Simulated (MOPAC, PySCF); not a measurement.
Potential energy curve for ClF, singlet. Each curve is given relative to its own lowest point near equilibrium.

```json
[
 {"R / Å": "1.21", "A": "142.4", "B": "167.6", "C": "156.7", "D": "149.1"},
 {"R / Å": "1.28", "A": "76.3", "B": "101.6", "C": "91.6", "D": "88.3"},
 {"R / Å": "1.39", "A": "22.2", "B": "40.6", "C": "32.8", "D": "33.0"},
 {"R / Å": "1.46", "A": "7.3", "B": "19.5", "C": "13.5", "D": "14.6"},
 {"R / Å": "1.53", "A": "1.1", "B": "7.3", "C": "3.5", "D": "4.6"},
 {"R / Å": "1.58", "A": "0.0", "B": "2.6", "C": "0.5", "D": "1.1"},
 {"R / Å": "1.62", "A": "0.5", "B": "0.6", "C": "0.0", "D": "0.0"},
 {"R / Å": "1.65", "A": "1.4", "B": "0.0", "C": "0.5", "D": "0.0"},
 {"R / Å": "1.70", "A": "3.9", "B": "0.3", "C": "2.8", "D": "1.2"},
 {"R / Å": "1.78", "A": "9.6", "B": "3.4", "C": "9.1", "D": "16.9"},
 {"R / Å": "1.86", "A": "17.2", "B": "8.7", "C": "17.7", "D": "34.9"},
 {"R / Å": "2.00", "A": "33.4", "B": "20.6", "C": "35.4", "D": "49.8"},
 {"R / Å": "2.21", "A": "59.8", "B": "40.2", "C": "63.1", "D": "57.4"},
 {"R / Å": "2.43", "A": "84.1", "B": "59.0", "C": "89.8", "D": "59.7"},
 {"R / Å": "2.69", "A": "106.0", "B": "76.9", "C": "116.1", "D": "60.6"},
 {"R / Å": "2.90", "A": "119.3", "B": "88.0", "C": "133.3", "D": "60.7"},
 {"R / Å": "3.26", "A": "134.4", "B": "101.3", "C": "155.6", "D": "60.5"},
 {"R / Å": "3.60", "A": "142.5", "B": "109.0", "C": "170.2", "D": "60.6"},
 {"R / Å": "3.95", "A": "147.8", "B": "113.9", "C": "180.5", "D": "60.7"},
 {"R / Å": "4.37", "A": "152.5", "B": "117.3", "C": "188.7", "D": "60.8"},
 {"R / Å": "4.81", "A": "—", "B": "119.2", "C": "194.3", "D": "60.8"},
 {"R / Å": "5.73", "A": "—", "B": "121.1", "C": "201.3", "D": "60.9"},
 {"R / Å": "6.51", "A": "—", "B": "121.9", "C": "205.1", "D": "60.9"}
]
```

Energies in kcal/mol.

Question: Assign the columns to these levels of theory: PM3, restricted, heats of formation (MOPAC); restricted Hartree-Fock/6-31G*, spherical d run with PySCF 2.14.0; restricted B3LYP/6-31G*, spherical d (PySCF); MP2 on UHF/cc-pVTZ, 6 core orbitals frozen run with PySCF.

Answer: A is PM3; B is RKS-B3LYP/6-31G*; C is RHF/6-31G*; D is UMP2.

A dash means that the run gave no value there, or that the column was ended at a point which the program doubted or which failed a test of continuity chosen for this set; such a test can also cut sound points.

The restricted form behind RKS-B3LYP/6-31G*, PM3, RHF/6-31G* keeps the bonding electrons paired and can't separate into open-shell fragments. The unrestricted determinant behind UMP2 is spin-contaminated at 1.78 to 6.51 Å (<S²> up to 1.0, against 0.00 for a pure singlet).
